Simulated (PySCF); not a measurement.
# C₂H₂N₂: field gradients at the nuclei

How much do the quadrupole couplings of C₂H₂N₂ depend on the level of theory? Each job file holds the settings and the coordinates that a driver script hands to the program.

Computed with PySCF 2.14.0, density-fitted response routines (the levels named in each step, unless a step's input says otherwise).

## (1) Starting point

Bond lengths: H1–N2 1.020 Å, N2–C3 1.257 Å, C3–C4 1.430 Å, C4–N5 1.146 Å, C3–H6 1.088 Å. Angles: H1–N2–C3 115.7°, N2–C3–C4 125.9°, N2–C3–H6 118.3°, C4–C3–H6 115.8°, C3–C4–N5 176.9°.

Coordinates:

```xyz
6

H    -1.5296   -1.1592   -0.0001
N    -1.6731   -0.1492    0.0042
C    -0.6286    0.5493    0.0032
C     0.7123    0.0536   -0.0024
N     1.7640   -0.4017   -0.0055
H    -0.7322    1.6319    0.0075
```

## (2) Geometry, PBE0-D3(BJ)/def2-TZVP

job.txt

```
{"job": {"xc": "PBE0", "basis": "def2-TZVP", "d3": "d3bj", "grid": 2, "kind": "geom"}, "charge": 0, "multiplicity": 1}
H     -1.529650    -1.159170    -0.000100
N     -1.673090    -0.149250     0.004230
C     -0.628550     0.549250     0.003210
C      0.712300     0.053580    -0.002350
N      1.764050    -0.401700    -0.005500
H     -0.732250     1.631930     0.007500
```

Standard output:

```text
step   0  E = -186.71910505  max force = 0.012543
step   1  E = -186.71949366  max force = 0.008269
step   2  E = -186.71968957  max force = 0.006956
step   3  E = -186.71993327  max force = 0.001408
step   4  E = -186.71995011  max force = 0.000533
step   5  E = -186.71995438  max force = 0.000361
optimisation converged
```

It took 16 s on 4 threads of Arm Neoverse V2, shared host; peak memory 0.51 GiB.

It ended at:

```xyz
6

H    -1.4741   -1.1459    0.0000
N    -1.6950   -0.1492    0.0041
C    -0.6468    0.5562    0.0035
C     0.6964    0.0291   -0.0020
N     1.7610   -0.4084   -0.0061
H    -0.7288    1.6429    0.0075
```

## (3) Field gradients, PBE0/pcJ-2

job.txt

```
{"job": {"kind": "efgt", "xc": "PBE0", "basis": "pcJ-2"}, "charge": 0, "multiplicity": 1}
H     -1.474054    -1.145877    -0.000033
N     -1.695014    -0.149167     0.004120
C     -0.646782     0.556187     0.003526
C      0.696443     0.029067    -0.001962
N      1.760999    -0.408436    -0.006136
H     -0.728782     1.642867     0.007475
```

Standard output:

```text
coarse grid: 5536 points
cycle   1  E = -186.6719504366  dE =  5.194e-01  |g| = 4.790e-01  |ddm| = 1.757e+00
cycle   2  E = -186.4840070097  dE =  1.879e-01  |g| = 1.061e+00  |ddm| = 7.792e-01
cycle   3  E = -186.7233859813  dE = -2.394e-01  |g| = 8.075e-02  |ddm| = 5.147e-01
cycle   4  E = -186.7235811658  dE = -1.952e-04  |g| = 7.339e-02  |ddm| = 7.656e-02
cycle   5  E = -186.7246892207  dE = -1.108e-03  |g| = 1.760e-02  |ddm| = 4.138e-02
cycle   6  E = -186.7247616850  dE = -7.246e-05  |g| = 1.430e-03  |ddm| = 1.074e-02
cycle   7  E = -186.7247621247  dE = -4.397e-07  |g| = 3.693e-04  |ddm| = 1.073e-03
final grid: 75656 points
cycle   8  E = -186.7239461243  dE = -8.727e-05  |g| = 5.582e-03  |ddm| = 3.276e-02
cycle   9  E = -186.7239458870  dE =  2.373e-07  |g| = 5.351e-03  |ddm| = 6.216e-03
cycle  10  E = -186.7239510536  dE = -5.167e-06  |g| = 1.858e-03  |ddm| = 3.508e-03
cycle  11  E = -186.7239517706  dE = -7.170e-07  |g| = 5.115e-04  |ddm| = 1.106e-03
cycle  12  E = -186.7239518238  dE = -5.316e-08  |g| = 1.662e-04  |ddm| = 2.631e-04
cycle  13  E = -186.7239518290  dE = -5.293e-09  |g| = 7.085e-05  |ddm| = 1.099e-04
cycle  14  E = -186.7239518301  dE = -1.038e-09  |g| = 9.865e-06  |ddm| = 3.259e-05
cycle  15  E = -186.7239518301  dE = -1.967e-11  |g| = 1.138e-06  |ddm| = 4.807e-06
converged SCF energy = -186.7239518301

Field-gradient tensors (au): xx yy zz xy xz yz
  0 H    -0.16283    0.33542   -0.17259   -0.10383   -0.00039    0.00208
  1 N    -0.88622    0.03132    0.85491    0.37571    0.00625   -0.00390
  2 C    -0.03369   -0.27363    0.30733   -0.11335    0.00055   -0.00166
  3 C    -0.30135    0.12325    0.17810    0.19958    0.00190   -0.00070
  4 N    -0.81047    0.23982    0.57064    0.52807    0.00537   -0.00246
  5 H    -0.12701    0.27141   -0.14440   -0.02903   -0.00015    0.00150
```

Run time: 5.1 s. Hardware: 4 threads of Arm Neoverse V2, shared host; peak memory 0.76 GiB.

## (4) Field gradients, PBE/def2-TZVPP

Edit job.txt of step 3 so:

```diff
@@ -1,2 +1,2 @@
-{"job": {"kind": "efgt", "xc": "PBE0", "basis": "pcJ-2"}, "charge": 0, "multiplicity": 1}
+{"job": {"kind": "efgt", "xc": "PBE", "basis": "def2-TZVPP"}, "charge": 0, "multiplicity": 1}
 H     -1.474054    -1.145877    -0.000033
```

Standard output:

```text
coarse grid: 5536 points
cycle   1  E = -186.6771840456  dE =  4.708e-01  |g| = 4.887e-01  |ddm| = 2.124e+00
cycle   2  E = -186.3487238213  dE =  3.285e-01  |g| = 1.306e+00  |ddm| = 1.642e+00
cycle   3  E = -186.7208348900  dE = -3.721e-01  |g| = 2.140e-01  |ddm| = 1.144e+00
cycle   4  E = -186.7283952424  dE = -7.560e-03  |g| = 1.162e-01  |ddm| = 1.964e-01
cycle   5  E = -186.7308482668  dE = -2.453e-03  |g| = 5.229e-02  |ddm| = 1.093e-01
cycle   6  E = -186.7315401558  dE = -6.919e-04  |g| = 5.181e-03  |ddm| = 4.112e-02
cycle   7  E = -186.7315455594  dE = -5.404e-06  |g| = 1.746e-03  |ddm| = 4.035e-03
final grid: 75656 points
cycle   8  E = -186.7201254722  dE = -3.245e-05  |g| = 1.013e-02  |ddm| = 7.440e-02
cycle   9  E = -186.7200720922  dE =  5.338e-05  |g| = 1.872e-02  |ddm| = 2.165e-02
cycle  10  E = -186.7201368145  dE = -6.472e-05  |g| = 6.505e-03  |ddm| = 1.443e-02
cycle  11  E = -186.7201466439  dE = -9.829e-06  |g| = 8.748e-04  |ddm| = 3.608e-03
cycle  12  E = -186.7201466860  dE = -4.219e-08  |g| = 7.920e-04  |ddm| = 1.266e-03
cycle  13  E = -186.7201468268  dE = -1.408e-07  |g| = 1.729e-04  |ddm| = 5.892e-04
cycle  14  E = -186.7201468336  dE = -6.760e-09  |g| = 1.476e-05  |ddm| = 1.209e-04
cycle  15  E = -186.7201468336  dE = -4.536e-11  |g| = 2.103e-06  |ddm| = 1.361e-05
converged SCF energy = -186.7201468336

Field-gradient tensors (au): xx yy zz xy xz yz
  0 H    -0.16704    0.34474   -0.17769   -0.10551   -0.00040    0.00214
  1 N    -0.83870    0.03628    0.80242    0.35431    0.00589   -0.00364
  2 C    -0.03785   -0.27460    0.31245   -0.10874    0.00060   -0.00169
  3 C    -0.29678    0.11590    0.18088    0.19842    0.00190   -0.00073
  4 N    -0.77219    0.21685    0.55534    0.50584    0.00516   -0.00242
  5 H    -0.12948    0.27760   -0.14812   -0.03001   -0.00016    0.00154
```

It took 3.1 s on 4 threads of Arm Neoverse V2, shared host; peak memory 0.76 GiB.

## (5) Field gradients, B3LYP/def2-TZVPP

Edit job.txt of step 4 so:

```diff
@@ -1,2 +1,2 @@
-{"job": {"kind": "efgt", "xc": "PBE", "basis": "def2-TZVPP"}, "charge": 0, "multiplicity": 1}
+{"job": {"kind": "efgt", "xc": "B3LYP", "basis": "def2-TZVPP"}, "charge": 0, "multiplicity": 1}
 H     -1.474054    -1.145877    -0.000033
```

Standard output:

```text
coarse grid: 5536 points
cycle   1  E = -186.8914913891  dE =  5.136e-01  |g| = 5.052e-01  |ddm| = 2.092e+00
cycle   2  E = -186.6444293770  dE =  2.471e-01  |g| = 1.188e+00  |ddm| = 1.243e+00
cycle   3  E = -186.9485671270  dE = -3.041e-01  |g| = 1.001e-01  |ddm| = 8.212e-01
cycle   4  E = -186.9493234833  dE = -7.564e-04  |g| = 8.085e-02  |ddm| = 1.097e-01
cycle   5  E = -186.9506520807  dE = -1.329e-03  |g| = 2.326e-02  |ddm| = 6.472e-02
cycle   6  E = -186.9507824761  dE = -1.304e-04  |g| = 1.771e-03  |ddm| = 1.778e-02
cycle   7  E = -186.9507831152  dE = -6.390e-07  |g| = 6.083e-04  |ddm| = 1.788e-03
final grid: 75656 points
cycle   8  E = -186.9457237519  dE = -2.182e-05  |g| = 3.879e-03  |ddm| = 4.769e-02
cycle   9  E = -186.9457221778  dE =  1.574e-06  |g| = 4.612e-03  |ddm| = 6.160e-03
cycle  10  E = -186.9457263572  dE = -4.179e-06  |g| = 1.541e-03  |ddm| = 3.643e-03
cycle  11  E = -186.9457268961  dE = -5.389e-07  |g| = 2.799e-04  |ddm| = 1.182e-03
cycle  12  E = -186.9457269051  dE = -9.044e-09  |g| = 1.779e-04  |ddm| = 2.137e-04
cycle  13  E = -186.9457269114  dE = -6.257e-09  |g| = 5.667e-05  |ddm| = 1.111e-04
cycle  14  E = -186.9457269121  dE = -6.975e-10  |g| = 7.309e-06  |ddm| = 4.457e-05
converged SCF energy = -186.9457269121

Field-gradient tensors (au): xx yy zz xy xz yz
  0 H    -0.16341    0.33854   -0.17512   -0.10408   -0.00040    0.00210
  1 N    -0.91067    0.02622    0.88445    0.37039    0.00638   -0.00400
  2 C    -0.04650   -0.29233    0.33883   -0.11973    0.00065   -0.00181
  3 C    -0.33491    0.13580    0.19911    0.22144    0.00213   -0.00079
  4 N    -0.83546    0.24781    0.58764    0.54474    0.00554   -0.00253
  5 H    -0.12631    0.27202   -0.14571   -0.02896   -0.00015    0.00151
```

It took 2.5 s on 4 threads of Arm Neoverse V2, shared host; peak memory 0.76 GiB.

## (6) Field gradients, CAM-B3LYP/def2-TZVPP

Edit job.txt of step 5 so:

```diff
@@ -1,2 +1,2 @@
-{"job": {"kind": "efgt", "xc": "B3LYP", "basis": "def2-TZVPP"}, "charge": 0, "multiplicity": 1}
+{"job": {"kind": "efgt", "xc": "CAM-B3LYP", "basis": "def2-TZVPP"}, "charge": 0, "multiplicity": 1}
 H     -1.474054    -1.145877    -0.000033
```

Standard output:

```text
coarse grid: 5536 points
cycle   1  E = -186.7794989611  dE =  5.530e-01  |g| = 5.579e-01  |ddm| = 2.074e+00
cycle   2  E = -186.6419394769  dE =  1.376e-01  |g| = 1.023e+00  |ddm| = 9.932e-01
cycle   3  E = -186.8551601432  dE = -2.132e-01  |g| = 5.854e-02  |ddm| = 5.904e-01
cycle   4  E = -186.8552755100  dE = -1.154e-04  |g| = 5.478e-02  |ddm| = 6.542e-02
cycle   5  E = -186.8558799516  dE = -6.044e-04  |g| = 1.114e-02  |ddm| = 4.003e-02
cycle   6  E = -186.8559080809  dE = -2.813e-05  |g| = 1.781e-03  |ddm| = 1.128e-02
cycle   7  E = -186.8559091435  dE = -1.063e-06  |g| = 7.226e-04  |ddm| = 3.277e-03
final grid: 75656 points
cycle   8  E = -186.8516102774  dE = -1.686e-05  |g| = 2.147e-03  |ddm| = 3.674e-02
cycle   9  E = -186.8516106377  dE = -3.603e-07  |g| = 1.648e-03  |ddm| = 3.085e-03
cycle  10  E = -186.8516111229  dE = -4.852e-07  |g| = 5.912e-04  |ddm| = 1.216e-03
cycle  11  E = -186.8516111916  dE = -6.872e-08  |g| = 1.835e-04  |ddm| = 4.643e-04
cycle  12  E = -186.8516111972  dE = -5.551e-09  |g| = 7.373e-05  |ddm| = 1.731e-04
cycle  13  E = -186.8516111983  dE = -1.090e-09  |g| = 1.939e-05  |ddm| = 4.174e-05
cycle  14  E = -186.8516111984  dE = -8.299e-11  |g| = 4.434e-06  |ddm| = 1.954e-05
converged SCF energy = -186.8516111984

Field-gradient tensors (au): xx yy zz xy xz yz
  0 H    -0.16384    0.33908   -0.17523   -0.10520   -0.00040    0.00211
  1 N    -0.92872    0.01633    0.91239    0.38126    0.00655   -0.00417
  2 C    -0.04671   -0.29745    0.34416   -0.12285    0.00066   -0.00184
  3 C    -0.34193    0.14007    0.20186    0.22421    0.00216   -0.00079
  4 N    -0.84876    0.26153    0.58723    0.55310    0.00561   -0.00251
  5 H    -0.12683    0.27273   -0.14590   -0.02926   -0.00015    0.00151
```

Wall time 2.8 s (4 threads of Arm Neoverse V2, shared host); peak memory 0.76 GiB.

## (7) Field gradients, HF/def2-TZVPP

Edit job.txt of step 6 so:

```diff
@@ -1,2 +1,2 @@
-{"job": {"kind": "efgt", "xc": "CAM-B3LYP", "basis": "def2-TZVPP"}, "charge": 0, "multiplicity": 1}
+{"job": {"kind": "efgt", "xc": "HF", "basis": "def2-TZVPP"}, "charge": 0, "multiplicity": 1}
 H     -1.474054    -1.145877    -0.000033
```

Standard output:

```text
final grid: 75656 points
cycle   1  E = -185.7200413342  dE =  7.153e-01  |g| = 6.124e-01  |ddm| = 1.994e+00
cycle   2  E = -185.7690670092  dE = -4.903e-02  |g| = 5.385e-01  |ddm| = 6.221e-01
cycle   3  E = -185.8284016560  dE = -5.933e-02  |g| = 7.267e-02  |ddm| = 3.161e-01
cycle   4  E = -185.8304288128  dE = -2.027e-03  |g| = 2.657e-02  |ddm| = 8.919e-02
cycle   5  E = -185.8307178305  dE = -2.890e-04  |g| = 9.956e-03  |ddm| = 4.101e-02
cycle   6  E = -185.8307578573  dE = -4.003e-05  |g| = 4.190e-03  |ddm| = 1.209e-02
cycle   7  E = -185.8307709727  dE = -1.312e-05  |g| = 1.965e-03  |ddm| = 7.091e-03
cycle   8  E = -185.8307737399  dE = -2.767e-06  |g| = 6.267e-04  |ddm| = 3.094e-03
cycle   9  E = -185.8307741834  dE = -4.435e-07  |g| = 2.797e-04  |ddm| = 1.288e-03
cycle  10  E = -185.8307742764  dE = -9.300e-08  |g| = 1.194e-04  |ddm| = 5.726e-04
cycle  11  E = -185.8307743005  dE = -2.409e-08  |g| = 4.581e-05  |ddm| = 2.758e-04
cycle  12  E = -185.8307743036  dE = -3.117e-09  |g| = 1.212e-05  |ddm| = 1.124e-04
cycle  13  E = -185.8307743037  dE = -1.334e-10  |g| = 4.618e-06  |ddm| = 2.892e-05
converged SCF energy = -185.8307743037

Field-gradient tensors (au): xx yy zz xy xz yz
  0 H    -0.16408    0.34151   -0.17743   -0.10699   -0.00041    0.00213
  1 N    -1.02506   -0.00108    1.02614    0.40279    0.00722   -0.00469
  2 C    -0.06654   -0.30932    0.37585   -0.14153    0.00074   -0.00194
  3 C    -0.39149    0.16844    0.22305    0.25557    0.00246   -0.00086
  4 N    -0.92781    0.29295    0.63486    0.59725    0.00610   -0.00268
  5 H    -0.12832    0.27660   -0.14828   -0.02905   -0.00016    0.00154
```

Run time: 0.7 s. Hardware: 4 threads of Arm Neoverse V2, shared host; peak memory 0.76 GiB.

## (8) Comparison

Largest principal value Vzz, in atomic units:

```csv
atom,PBE0/pcJ-2,PBE/def2-TZVPP,B3LYP/def2-TZVPP,CAM-B3LYP/def2-TZVPP,HF/def2-TZVPP
H1,0.3562,0.3656,0.3593,0.3602,0.3632
N2,-1.0205,-0.9642,-1.0394,-1.0634,-1.1645
C3,-0.3187,-0.3170,-0.3410,-0.3476,0.3759
C4,-0.3804,-0.3767,-0.4227,-0.4301,-0.4906
N5,-1.0301,-0.9851,-1.0620,-1.0773,-1.1714
H6,0.2735,0.2798,0.2741,0.2749,0.2787
CPU time,6.4 s,6.3 s,3.2 s,3.7 s,1 s
```

Couplings eQVzz/h in MHz (234.9647 × Q in barn × Vzz), with Q = 0.00285783 (2H), 0.02044 (14N):

```csv
nucleus,PBE0/pcJ-2,PBE/def2-TZVPP,B3LYP/def2-TZVPP,CAM-B3LYP/def2-TZVPP,HF/def2-TZVPP
2H (atom 1),0.239,0.246,0.241,0.242,0.244
14N (atom 2),-4.901,-4.631,-4.992,-5.107,-5.593
14N (atom 5),-4.947,-4.731,-5.101,-5.174,-5.626
2H (atom 6),0.184,0.188,0.184,0.185,0.187
```

## (9) What came out

```
                            quantity       value
 coupling of 2H (atom 1), PBE0/pcJ-2   0.239 MHz
coupling of 14N (atom 2), PBE0/pcJ-2  -4.901 MHz
coupling of 14N (atom 5), PBE0/pcJ-2  -4.947 MHz
 coupling of 2H (atom 6), PBE0/pcJ-2   0.184 MHz
```

What this shows: The largest coupling, that of 14N, runs from -5.626 (HF/def2-TZVPP) to -4.731 MHz (PBE/def2-TZVPP). The gradients are non-relativistic, at the equilibrium geometry and in principal axes; measured couplings hold vibrational averaging and refer to the inertial axes. The def2 sets are stiff near the nuclei, which limits their accuracy.
